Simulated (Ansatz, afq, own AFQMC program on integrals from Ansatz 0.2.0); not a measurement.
Two steps: Ansatz 0.2.0 writes the Fock matrix and Cholesky factors of the valence space, and afq projects on them the lowest state that overlaps trial and start.

```yaml
crystal:
  periodic: [false, false, false]
  atoms:
    - {symbol: Si, position_ang: [0.000000, 0.000000, 0.505242]}
    - {symbol: B, position_ang: [0.000000, 0.000000, -1.316005]}
    - {symbol: H, position_ang: [0.000000, 1.265985, 1.266213]}
    - {symbol: H, position_ang: [0.000000, -1.265985, 1.266213]}
    - {symbol: H, position_ang: [0.000000, 0.000000, -2.495380]}
basis:
  gaussian: {orbitals: cc-pVDZ}
magnetization: {spin_polarized: true, initial_magnetization: 0}
correlation: {method: ccsd_t, electrons: outside_noble_gas, hamiltonian_folder: ham}
```

```sh
$ ansatz run in.yaml --threads 1 --pin off --events-out ev --progress --plain --max-ram 1382MiB
```

Options of the walk:

```
--method free --trial mp1 --walkers 50 --time-step 0.02 --max-blocks 120 --target-error 0.00076 --factor-cut 1e-05 --seed 7163 --times 0.0,0.2,0.4,0.8,1.2 --taylor-order 10
```

Times are imaginary, in 1/Eh. The walk had a cap of 262 s.

Output of the walk:

```
orbitals 41  electrons 5 5  factors 315 of 446
reference energy -315.24045916 Eh
CCSD correlation -0.21108816 Eh in 11 cycles, weight of the determinant in the CISD state 0.8640
repeat  energy at the last time / Eh  error
    10  -315.457454  0.000997
    20  -315.457889  0.000690
    30  -315.458335  0.000641
time / (1/Eh)  energy / Eh  error  mean overlap
  0.00  -315.451201  0.000437  1.1134
  0.20  -315.454286  0.000410  1.1052
  0.40  -315.456139  0.000360  1.0987
  0.80  -315.458001  0.000617  1.1011
  1.20  -315.458233  0.000624  1.1199
energy -315.458233 +/- 0.000624 Eh
```

The run passed its tests (error under three times the target), which doesn't prove that it has relaxed.

Against this walk (error 17.0 meV) on the same determinant: CCSD(T) 21.2 meV lower (within the noise), CCSDT(Q) 70.2 meV lower. The error is statistical, and a free projection of finite length keeps a remainder of its start.

Cautions: remainder of the start not in the error; an unrestricted solution with more broken spin lies lower (31 meV, ⟨S²⟩ 0.26), while this determinant keeps restricted orbitals.

The walk took 58 s on 1 thread of Intel(R) Xeon(R) 6975P-C (Granite Rapids), on a shared host. The log's last line is the free-projection energy.

CCSDT and higher add their correlation energy to the determinant of the CCSD(T) run, since their own runs factorise the integrals more tightly (a shift of under 2 meV). A walk keeps the symmetry of its determinant, which the program's search chose and which needn't be the lowest solution, so a lower state of the same spin and another symmetry isn't excluded.
